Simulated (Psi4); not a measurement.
**HF/3-21G run of SiNH5 (SMILES [SiH3]N)**

Aim: the energy change on altering one bond length of SiNH5 at HF/3-21G, from 2 runs. The job is set up through a Python script.

The results are computed with Psi4 1.11.

## Step 1: Starting point

SiNH5 has 7 atoms, charge 0, and is taken as a singlet. SMILES: `[SiH3]N`. Geometry: relaxed at PBE0-D4/def2-TZVP.

Bond lengths: Si1–N2 1.720 Å, Si1–H3 1.486 Å, Si1–H4 1.486 Å, Si1–H5 1.494 Å, N2–H6 1.007 Å, N2–H7 1.007 Å. Angles: Si1–N2–H6 119.6°, Si1–N2–H7 119.6°, N2–Si1–H3 107.9°, N2–Si1–H4 107.9°, N2–Si1–H5 116.0°, H6–N2–H7 110.7°, H3–Si1–H4 110.5°, H3–Si1–H5 107.3°, H4–Si1–H5 107.3°.

## Step 2: Energy and forces at HF/3-21G

calc.py

```python
import psi4

psi4.set_memory('2200 MB')
psi4.set_num_threads(1)
psi4.set_output_file('run.log', False)

m = psi4.geometry("""
0 1
Si    -0.413010    -0.292700    -0.422350
N      0.611760     0.348670     0.801280
H     -0.018320    -1.706330    -0.653330
H     -1.813170    -0.217090     0.068940
H     -0.367930     0.402730    -1.743970
H      0.391580     1.238230     1.219480
H      1.609100     0.226510     0.729930
units angstrom
symmetry c1
""")

psi4.set_options({
    'puream': True,
    'e_convergence': 1e-09,
    'd_convergence': 1e-08,
    'scf_type': 'pk',
})

e_tot, wfn = psi4.gradient('hf/3-21G', return_wfn=True)
psi4.oeprop(wfn, 'MAYER_INDICES', 'LOWDIN_CHARGES', 'WIBERG_LOWDIN_INDICES', title='HF')
print('gradient / Eh bohr^-1')
print(e_tot.np.round(6))
print(f'energy = {wfn.energy():.10f} Eh')
```

On the command line:

```bash
$ python calc.py
```

run.log:

```text
[...]
  Running in c1 symmetry.
[...]
  Nuclear repulsion =   64.839844758789525
[...]
  Multiplicity = 1
[...]
  Nalpha       = 13
  Nbeta        = 13
[...]
    Number of basis functions: 32
[...]
   @RHF iter   1:  -344.38846980813560   -6.07917e-01   1.06640e-02 DIIS/ADIIS
[...]
   @RHF iter  10:  -344.44722908529445   -1.02318e-12   2.97757e-09 DIIS
[...]
    Orbital Energies [Eh]
    ---------------------
    Doubly Occupied:
       1A    -68.305303     2A    -15.451573     3A     -6.113418
       4A     -4.209761     5A     -4.209461     6A     -4.208982
       7A     -1.128398     8A     -0.729802     9A     -0.649127
      10A     -0.545665    11A     -0.490688    12A     -0.470998
      13A     -0.384529
[...]
  @RHF Final Energy:  -344.44722908529445
   => Energetics <=
    Nuclear Repulsion Energy =             64.8398447587895248
    One-Electron Energy =                -604.7787373771902821
    Two-Electron Energy =                 195.4916635331063333
    Total Energy =                       -344.4472290852944525
[...]
 Multipole Moments:
 ------------------------------------------------------------------------------------
     Multipole            Electronic (a.u.)      Nuclear  (a.u.)        Total (a.u.)
 ------------------------------------------------------------------------------------
 L = 1.  Multiply by 2.5417464519 to convert [e a0] to [Debye]
 Dipole X            :          0.2482473            0.1220526            0.3702998
 Dipole Y            :          0.1728511            0.2767427            0.4495938
 Dipole Z            :          0.2606373           -0.2689404           -0.0083031
 Magnitude           :                                                    0.5825165
[...]
  -Total Gradient:
     Atom            X                  Y                   Z
    ------   -----------------  -----------------  -----------------
       1        0.012819065583     0.010040926134     0.011077855299
       2       -0.018922346699    -0.020339817067    -0.004987824942
       3        0.001366889689     0.000811753890     0.000926855441
       4        0.001016554787     0.001102396950     0.001068807338
       5        0.000217008872     0.000023358037     0.000506240347
       6        0.000247746181     0.005431767222    -0.003690728665
       7        0.003255081587     0.002929614833    -0.004901204821
[...]
```

On the terminal:

```text
gradient / Eh bohr^-1
[[ 1.2819e-02  1.0041e-02  1.1078e-02]
 [-1.8922e-02 -2.0340e-02 -4.9880e-03]
 [ 1.3670e-03  8.1200e-04  9.2700e-04]
 [ 1.0170e-03  1.1020e-03  1.0690e-03]
 [ 2.1700e-04  2.3000e-05  5.0600e-04]
 [ 2.4800e-04  5.4320e-03 -3.6910e-03]
 [ 3.2550e-03  2.9300e-03 -4.9010e-03]]
energy = -344.4472290853 Eh
```

Run time: 1.8 s. Hardware: 1 thread of Intel Xeon Platinum 8488C (Sapphire Rapids), shared host; peak memory 0.18 GiB.

## Step 3: The distorted shape at the same level

run.py

```python
import psi4

psi4.set_memory('2200 MB')
psi4.set_num_threads(1)
psi4.core.set_output_file('output.dat', False)

molecule = psi4.geometry("""
Si    -0.236860    -1.004374    -0.756922
N      0.787910    -0.363004     0.466708
H      0.157830    -2.418004    -0.987902
H     -1.637020    -0.928764    -0.265632
H     -0.191780    -0.308944    -2.078542
H      0.391580     1.238230     1.219480
H      1.785250    -0.485164     0.395358
symmetry c1
""")

psi4.set_options({
    'basis': '3-21G',
    'puream': True,
    'e_convergence': 1e-09,
    'd_convergence': 1e-08,
    'scf_type': 'pk',
})

energy_value, wavefunction = psi4.gradient('hf', return_wfn=True)
psi4.oeprop(wavefunction, 'DIPOLE', 'MAYER_INDICES', 'WIBERG_LOWDIN_INDICES', title='HF')
print('gradient / Eh bohr^-1')
print(energy_value.np.round(6))
print(f'energy = {wavefunction.energy():.10f} Eh')
```

On the command line:

```bash
$ python run.py
```

output.dat:

```text
[...]
  Running in c1 symmetry.
[...]
  Nuclear repulsion =   62.354015031561552
[...]
  Multiplicity = 1
[...]
  Nalpha       = 13
  Nbeta        = 13
[...]
    Number of basis functions: 32
[...]
   @RHF iter   1:  -344.15026875390993   -7.92018e-01   1.33274e-02 ADIIS/DIIS
[...]
   @RHF iter  12:  -344.27978011783802   -1.59162e-12   5.84157e-09 DIIS
[...]
    Orbital Energies [Eh]
    ---------------------
    Doubly Occupied:
       1A    -68.310114     2A    -15.499178     3A     -6.118759
       4A     -4.215066     5A     -4.214595     6A     -4.214264
       7A     -1.086587     8A     -0.725591     9A     -0.578679
      10A     -0.497797    11A     -0.488581    12A     -0.426103
      13A     -0.379695
[...]
  @RHF Final Energy:  -344.27978011783802
   => Energetics <=
    Nuclear Repulsion Energy =             62.3540150315615520
    One-Electron Energy =                -599.7575755761433811
    Two-Electron Energy =                 193.1237804267437923
    Total Energy =                       -344.2797801178380723
[...]
  -Total Gradient:
     Atom            X                  Y                   Z
    ------   -----------------  -----------------  -----------------
       1        0.027432988895    -0.004355533396     0.015928547303
       2        0.004190147684    -0.083655478104    -0.058795047616
       3       -0.001176113928     0.001545445273    -0.000725792903
       4       -0.000113278975     0.002434787933     0.002104689603
       5        0.000108271744     0.001078130999     0.000422584789
       6       -0.027325033430     0.098834055223     0.051639945489
       7       -0.003116981989    -0.015881407928    -0.010574926666
[...]
 Multipole Moments:
 ------------------------------------------------------------------------------------
     Multipole            Electronic (a.u.)      Nuclear  (a.u.)        Total (a.u.)
 ------------------------------------------------------------------------------------
 L = 1.  Multiply by 2.5417464519 to convert [e a0] to [Debye]
 Dipole X            :          0.4270866           -0.0253135            0.4017731
 Dipole Y            :         -0.5488025            0.8721250            0.3233225
 Dipole Z            :         -0.1048561            0.0109606           -0.0938955
 Magnitude           :                                                    0.5241902
[...]
```

The script printed:

```text
gradient / Eh bohr^-1
[[ 0.027433 -0.004356  0.015929]
 [ 0.00419  -0.083655 -0.058795]
 [-0.001176  0.001545 -0.000726]
 [-0.000113  0.002435  0.002105]
 [ 0.000108  0.001078  0.000423]
 [-0.027325  0.098834  0.05164 ]
 [-0.003117 -0.015881 -0.010575]]
energy = -344.2797801178 Eh
```

Run time: 1.8 s. Hardware: 1 thread of Intel Xeon Platinum 8488C (Sapphire Rapids), shared host; peak memory 0.18 GiB.

## Step 4: Outcome

At HF/3-21G:

| quantity | value |
| --- | --- |
| first shape: total energy | -344.44723 Eh |
| first shape: dipole moment | 1.48 D |
| first shape: HOMO energy | -10.46 eV |
| first shape: LUMO energy | 4.72 eV |
| first shape: HOMO–LUMO gap | 15.18 eV |
| first shape: largest force on an atom | 1.451 eV/Å |
| distorted shape: total energy | -344.27978 Eh |
| distorted shape: dipole moment | 1.33 D |
| distorted shape: HOMO energy | -10.33 eV |
| distorted shape: LUMO energy | 1.53 eV |
| distorted shape: HOMO–LUMO gap | 11.86 eV |
| distorted shape: largest force on an atom | 5.904 eV/Å |
| energy change with the N2–H6 bond stretched from 1.007 to 1.813 Å | 4.557 eV |

**Reading.** With the N2–H6 bond stretched from 1.007 to 1.813 Å the energy rises by 4.56 eV (105 kcal/mol). The first shape isn't relaxed at this level, so the change isn't measured from a minimum. A restricted reference can't describe the breaking bond well at this length. The largest force (first shape) is 1.45 eV/Å: the shape isn't a stationary point for this species at this level.
